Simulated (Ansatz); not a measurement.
**Rhombohedral A7 Bi**

All values below come from PBE (PAW; Ansatz, a quantum-chemistry and plane-wave program).

Run with plane-wave cutoff 500 eV, 20×20×20 k mesh, Fermi–Dirac smearing 0.1 eV, scalar-relativistic PAW data made under PBE.

Cell: relaxed at this level.

```yaml
volume_per_atom: 36.93 Å³/atom
equilibrium_lattice_constant_a: 4.578 Å
lattice_parameter_c: 12.205 Å
```

Measured, for comparison: lattice constant a 4.533 Å, lattice parameter c 11.796 Å (low temperature, zero-point motion not removed, hexagonal setting; as tabulated in Arnaud et al. (2016), arXiv:1602.08959). Computed (rounded) less measured: lattice constant a +1.0 %, lattice parameter c +3.5 %.

Note: the cell comes from a level without a dispersion term, which matters for the spacing of layers, chains or molecules.

Spin–orbit coupling is not included; it can shift volumes and moduli of such heavy elements.

Computed values are for the static lattice.
